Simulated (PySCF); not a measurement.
Record of a relaxation.

Compound: ClH4PSi.
Atom-mapped SMILES: `[PH2:1][SiH2:2][Cl:3]` (hydrogens: H4, H5 on P1; H6, H7 on Si2)

Computed by this run: PySCF 2.14.0, PBE0-D3(BJ)/def2-SVP geometry optimisation, gas phase; density fitting, grid level 1; the optimiser is geomeTRIC in internal coordinates, started from a GFN2-xTB structure with every atom displaced at random (about 0.01 Å). The frame can shift and turn from step to step; on so coarse a grid that alone can change the energy by a few meV, and forces under 0.02 eV/Å are noise.

Step 0: E = -29735.1109 eV, largest atomic force 2.019 eV/Å
```
atom  x, y, z in Å  |  force x, y, z in eV/Å
P1      1.356   -0.178   -0.671   -0.754   0.544  -1.792
Si2    -0.767    0.212    0.027    0.880   0.204  -0.001
Cl3    -1.939   -1.259   -0.718   -0.592  -0.707  -0.360
H4      1.594   -1.245    0.140    0.136  -1.332   0.996
H5      1.906    0.718    0.217    0.489   0.895   0.773
H6     -1.202    1.501   -0.528   -0.093   0.371  -0.141
H7     -0.914    0.222    1.484   -0.067   0.026   0.524
```

Step 1: E = -29735.2257 eV, largest atomic force 0.490 eV/Å
```
atom  x, y, z in Å  |  force x, y, z in eV/Å
P1     -0.122   -1.225   -1.790    0.160  -0.151   0.437
Si2    -2.208   -0.883   -0.993   -0.296  -0.207  -0.142
Cl3    -3.445   -2.394   -1.752    0.254   0.287   0.146
H4      0.123   -2.349   -0.907   -0.067   0.342  -0.238
H5      0.449   -0.258   -0.877   -0.130  -0.215  -0.175
H6     -2.699    0.428   -1.510    0.019  -0.024  -0.002
H7     -2.346   -0.900    0.493    0.061  -0.031  -0.027
```

Step 2: E = -29735.2378 eV, largest atomic force 0.214 eV/Å
```
atom  x, y, z in Å  |  force x, y, z in eV/Å
P1     -0.126   -1.232   -1.787    0.043  -0.039   0.087
Si2    -2.208   -0.880   -0.995   -0.152  -0.124  -0.085
Cl3    -3.436   -2.385   -1.746    0.103   0.134   0.067
H4      0.111   -2.336   -0.907   -0.019   0.059  -0.044
H5      0.436   -0.274   -0.880   -0.011  -0.026  -0.033
H6     -2.696    0.431   -1.511    0.005   0.002   0.003
H7     -2.329   -0.905    0.490    0.031  -0.006   0.005
```

Step 3: E = -29735.2393 eV, largest atomic force 0.053 eV/Å
```
atom  x, y, z in Å  |  force x, y, z in eV/Å
P1     -0.128   -1.238   -1.787    0.002   0.004  -0.032
Si2    -2.210   -0.879   -0.998   -0.036  -0.033  -0.021
Cl3    -3.438   -2.375   -1.742    0.014   0.032   0.015
H4      0.102   -2.335   -0.903    0.002  -0.027   0.021
H5      0.436   -0.280   -0.886    0.009   0.016   0.006
H6     -2.695    0.434   -1.509    0.002   0.005   0.005
H7     -2.316   -0.907    0.489    0.009   0.003   0.004
```

Step 4: E = -29735.2395 eV, largest atomic force 0.026 eV/Å
```
atom  x, y, z in Å  |  force x, y, z in eV/Å
P1     -0.129   -1.244   -1.789   -0.003   0.001  -0.026
Si2    -2.211   -0.878   -0.998    0.004   0.000   0.000
Cl3    -3.445   -2.368   -1.739   -0.011   0.001   0.001
H4      0.099   -2.339   -0.901    0.002  -0.018   0.015
H5      0.438   -0.283   -0.892    0.004   0.008   0.004
H6     -2.691    0.437   -1.507    0.002   0.004   0.003
H7     -2.309   -0.906    0.489    0.002   0.003   0.002
```

Step 5: E = -29735.2393 eV, largest atomic force 0.081 eV/Å
```
atom  x, y, z in Å  |  force x, y, z in eV/Å
P1     -0.133   -1.261   -1.796   -0.010  -0.012   0.000
Si2    -2.210   -0.875   -0.997    0.059   0.047   0.029
Cl3    -3.466   -2.345   -1.728   -0.041  -0.038  -0.015
H4      0.090   -2.350   -0.898    0.000   0.007  -0.005
H5      0.442   -0.295   -0.909   -0.005  -0.008  -0.006
H6     -2.679    0.447   -1.499    0.004   0.003  -0.001
H7     -2.293   -0.902    0.491   -0.007   0.001  -0.002
```

Step 6: E = -29735.2392 eV, largest atomic force 0.090 eV/Å
```
atom  x, y, z in Å  |  force x, y, z in eV/Å
P1     -0.136   -1.273   -1.802   -0.011  -0.017   0.017
Si2    -2.208   -0.872   -0.995    0.064   0.054   0.032
Cl3    -3.481   -2.330   -1.719   -0.041  -0.040  -0.016
H4      0.084   -2.359   -0.898   -0.002   0.018  -0.016
H5      0.445   -0.304   -0.920   -0.007  -0.016  -0.013
H6     -2.668    0.455   -1.495    0.005   0.001  -0.002
H7     -2.284   -0.898    0.493   -0.008  -0.001  -0.003
```

Step 7: E = -29735.2393 eV, largest atomic force 0.041 eV/Å
```
atom  x, y, z in Å  |  force x, y, z in eV/Å
P1     -0.138   -1.279   -1.806   -0.006  -0.021   0.035
Si2    -2.206   -0.869   -0.994    0.026   0.027   0.015
Cl3    -3.490   -2.324   -1.714   -0.012  -0.010  -0.001
H4      0.082   -2.364   -0.900   -0.005   0.027  -0.024
H5      0.446   -0.310   -0.925   -0.007  -0.021  -0.019
H6     -2.662    0.459   -1.493    0.006   0.000  -0.003
H7     -2.281   -0.894    0.495   -0.003  -0.002  -0.002
```

Step 8: E = -29735.2393 eV, largest atomic force 0.044 eV/Å
```
atom  x, y, z in Å  |  force x, y, z in eV/Å
P1     -0.141   -1.286   -1.810   -0.005  -0.020   0.039
Si2    -2.204   -0.866   -0.991    0.006   0.014   0.006
Cl3    -3.500   -2.314   -1.707    0.003   0.004   0.005
H4      0.079   -2.371   -0.903   -0.006   0.026  -0.025
H5      0.447   -0.318   -0.932   -0.004  -0.021  -0.021
H6     -2.654    0.464   -1.491    0.006  -0.001  -0.002
H7     -2.276   -0.890    0.498    0.000  -0.002  -0.001
```

Step 9: E = -29735.2394 eV, largest atomic force 0.028 eV/Å
```
atom  x, y, z in Å  |  force x, y, z in eV/Å
P1     -0.143   -1.289   -1.811   -0.006  -0.014   0.023
Si2    -2.203   -0.865   -0.990   -0.007   0.003   0.000
Cl3    -3.502   -2.311   -1.704    0.010   0.013   0.009
H4      0.077   -2.373   -0.904   -0.005   0.012  -0.014
H5      0.448   -0.322   -0.935    0.001  -0.013  -0.016
H6     -2.651    0.466   -1.491    0.005   0.000  -0.001
H7     -2.275   -0.887    0.499    0.002  -0.001   0.000
```

Step 10: E = -29735.2394 eV, largest atomic force under 0.02 eV/Å
```
atom  x, y, z in Å  |  force x, y, z in eV/Å
P1     -0.144   -1.289   -1.811   -0.007  -0.012   0.011
Si2    -2.203   -0.864   -0.990   -0.006   0.002  -0.002
Cl3    -3.501   -2.312   -1.704    0.008   0.014   0.010
H4      0.076   -2.372   -0.905   -0.003   0.003  -0.008
H5      0.449   -0.322   -0.936    0.004  -0.007  -0.011
H6     -2.651    0.466   -1.490    0.003   0.000  -0.001
H7     -2.275   -0.887    0.499    0.001  -0.001   0.000
```

Problem. Summarise the path.

Solution. The energy falls by 0.1285 eV from step 0 to step 10; nine tenths of that is first reached at step 2. It never rises by more than 0.2 meV. The largest force goes from 2.019 to under 0.02 eV/Å. Among the bonds P1–H4 changes most, from 1.361 to 1.429 Å; the atoms move by 0.056 Å rms after alignment.

Problem. Follow the three bonds and two angles with the largest change from start to end.

Solution. 
| step | E above end (eV) | largest force (eV/Å) | P1–H4 (Å) | P1–H5 (Å) | Si2–Cl3 (Å) | Si2–P1–H4 (°) | Si2–P1–H5 (°) |
| --- | --- | --- | --- | --- | --- | --- | --- |
| 0 | 0.1285 | 2.019 | 1.361 | 1.377 | 2.024 | 96.6 | 93.6 |
| 1 | 0.0138 | 0.490 | 1.450 | 1.447 | 2.095 | 93.4 | 92.4 |
| 2 | 0.0016 | 0.214 | 1.433 | 1.434 | 2.082 | 93.3 | 92.0 |
| 3 | 0.0001 | 0.053 | 1.427 | 1.431 | 2.074 | 93.1 | 92.1 |
| 4 | 0.0000 | 0.026 | 1.428 | 1.431 | 2.071 | 93.0 | 92.1 |
| 5 | 0.0001 | 0.081 | 1.429 | 1.432 | 2.068 | 92.9 | 92.0 |
| 6 | 0.0003 | 0.090 | 1.430 | 1.433 | 2.067 | 92.9 | 91.8 |
| 7 | 0.0001 | 0.041 | 1.431 | 1.433 | 2.070 | 92.9 | 91.7 |
| 8 | 0.0001 | 0.044 | 1.431 | 1.433 | 2.071 | 93.0 | 91.6 |
| 9 | 0.0001 | 0.028 | 1.430 | 1.433 | 2.071 | 93.0 | 91.6 |
| 10 | 0.0000 | under 0.02 | 1.429 | 1.432 | 2.071 | 93.0 | 91.6 |

What follows is the cost of the whole optimisation. Time: 16 s of wall time; peak memory 0.32 GiB. Hardware: Arm Neoverse V1, one thread, no GPU, shared host with 32 logical CPUs at a one-minute load of 16.
